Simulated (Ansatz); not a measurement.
Ideal-gas functions of CH6SSi (`CS[SiH3]`) at 298.15 K and 1 bar, from an Ansatz frequency run at PBE0-D4/def2-TZVP.

Molar mass 78.21 g/mol, point group Cs (symmetry number 1), electronic degeneracy 1, moments of inertia 36.239, 118.174, 145.36 u Å². Harmonic wavenumbers (cm⁻¹, unscaled): 119, 136, 174, 517, 619, 629, 729, 913, 922, 959, 970, 990, 1349, 1468, 1475, 2212, 2213, 2249, 3062, 3152, 3161.

Use S(trans) = R[1.5 ln M + 2.5 ln T − 1.1517]; rotational temperatures θ = 24.2544 K / I; S(rot) = R[ln(√π/σ · √(T³/θAθBθC)) + 1.5]; for each mode x = 1.438777 ν̃/T, S = R[x/(eˣ − 1) − ln(1 − e⁻ˣ)] and H = RT x/(eˣ − 1); 1 cm⁻¹ = 0.0119627 kJ/mol; R = 8.31446 J/(mol·K).

Problem. By hand: the entropy, in J/(mol·K).

Solution. Translation 163.2. Rotation: θ = 0.6693, 0.2052, 0.1669 K, giving 104.0. Vibration, mode by mode: 13.04, 11.96, 10.01, 2.58, 1.75, 1.68, 1.14, 0.55, 0.54, 0.46, 0.44, 0.41, 0.09, 0.06, 0.05, 0.00, 0.00, 0.00, 0.00, 0.00, 0.00, in all 44.8. Electronic 0.0. Sum 312.0 J/(mol·K).

Problem. By hand: H − E and G − E in kJ/mol, counted from the electronic energy.

Solution. Zero-point energy ½ × 28018 × 0.0119627 = 167.6; thermal vibration 7.4; translation, rotation and pV give 4 RT = 9.9. H − E = 184.9 kJ/mol, and G − E = 184.9 − 298.15 × 312.0/1000 = 91.9 kJ/mol.

Vibration gives 14 % of the entropy, 25.0 J/(mol·K) of it from the modes under 150 cm⁻¹: soft modes count most, and the harmonic formula is weakest for them.
